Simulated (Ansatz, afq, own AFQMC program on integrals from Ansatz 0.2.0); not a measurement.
Two steps: Ansatz 0.2.0 writes the Fock matrix and Cholesky factors of the valence space, and afq projects on them the lowest state that overlaps trial and start.

```yaml
crystal:
  periodic: [false, false, false]
  atoms:
    - {symbol: B, position_ang: [-1.352466, 0.000000, 0.000000]}
    - {symbol: H, position_ang: [-1.949200, 1.033571, 0.000000]}
    - {symbol: H, position_ang: [-1.949200, -1.033571, 0.000000]}
    - {symbol: H, position_ang: [-0.064466, 0.000000, 0.000000]}
    - {symbol: O, position_ang: [1.163534, 0.000000, 0.000000]}
basis:
  gaussian: {orbitals: cc-pVTZ}
magnetization: {spin_polarized: true, initial_magnetization: 2}
correlation: {method: ccsd_t, electrons: outside_noble_gas, hamiltonian_folder: ham}
```

```sh
$ ansatz run in.yaml --threads 1 --pin off --events-out ev --progress --plain --max-ram 16896MiB --backend cuda --devices 0, --max-vram 18GiB
```

Options of the walk:

```
--method phaseless --trial cisd --walkers 1000 --populations 20 --least-time 60 --time-step 0.005 --steps-per-block 50 --equilibration-blocks 28 --max-blocks 4000 --target-error 0.00021 --factor-cut 1e-05 --start spin_pure --seed 4123 --release-times 0.24,0.51,0.99,1.62,2.4 --release-step 0.03 --release-every 3 --taylor-order 6
```

Times are imaginary, in 1/Eh. The walk had a cap of 242 s. With eight or more populations the least sampling time is a fifth of least-time, and the error comes from their spread.

Output of the walk:

```
orbitals 100  electrons 7 5  factors 586 of 587
reference energy -101.15920198 Eh
CCSD correlation -0.32268375 Eh in 13 cycles, weight of the determinant in the CISD state 0.8895
energy of the start -101.480527 Eh
 block  time / (1/Eh)  mean weight  energy / Eh
     1     0.250  1.0003  -101.479652
     2     0.500  0.9993  -101.483955
     3     0.750  1.0000  -101.487275
     4     1.000  1.0009  -101.488089
     5     1.250  0.9991  -101.488737
     8     2.000  0.9995  -101.488766
    11     2.750  0.9995  -101.491163
    17     4.250  1.0007  -101.492463
    23     5.750  0.9996  -101.491336
    29     7.250  1.0005  -101.490803
    33     8.250  0.9996  -101.488114
    35     8.750  0.9998  -101.489917
    41    10.250  1.0001  -101.490767
    47    11.750  1.0011  -101.491662
    53    13.250  1.0002  -101.490448
    59    14.750  1.0000  -101.491013
    65    16.250  0.9998  -101.491212
    71    17.750  1.0011  -101.491280
    77    19.250  1.0003  -101.491286
    83    20.750  0.9992  -101.490848
    89    22.250  0.9993  -101.489906
    95    23.750  1.0003  -101.491110
   101    25.250  1.0002  -101.490631
   105    26.250  1.0014  -101.492622
   107    26.750  1.0009  -101.490465
   113    28.250  0.9988  -101.489856
   117    29.250  1.0014  -101.491522
error from the spread of 20 populations
released: time / (1/Eh)  energy / Eh  error  mean overlap
  0.24  -101.491487  0.000217  0.9966
  0.51  -101.491644  0.000199  0.9925
  0.99  -101.491729  0.000260  0.9860
  1.62  -101.492202  0.000198  0.9830
  2.40  -101.492240  0.000345  0.9644
energy -101.490979 +/- 0.000194 Eh
(rows thinned)
```

The run passed its tests (sampling time, drift between the halves within three errors, error under three times the target), which doesn't prove that it has relaxed.

Against this walk (error 5.3 meV) on the same determinant: CCSD(T) 11.1 meV higher. The error is statistical and leaves out the bias of the constraint. Released to 2.40 1/Eh the energy lies 34 ± 11 meV (both errors) below the phaseless value, which shows part or all of the bias of the constraint, and CCSD(T) lies 45.4 meV above the released value.

Cautions: constraint bias not in the error; lower spins were not checked.

The walk took 81 s on 1 × NVIDIA H100 80GB HBM3 with 2 threads of AMD EPYC 7R13 Processor (Zen 3) (shared host) (the card was shared). The log's last line is the phaseless energy.

A walk keeps the symmetry of its determinant, which the program's search chose and which needn't be the lowest solution, so a lower state of the same spin and another symmetry isn't excluded.
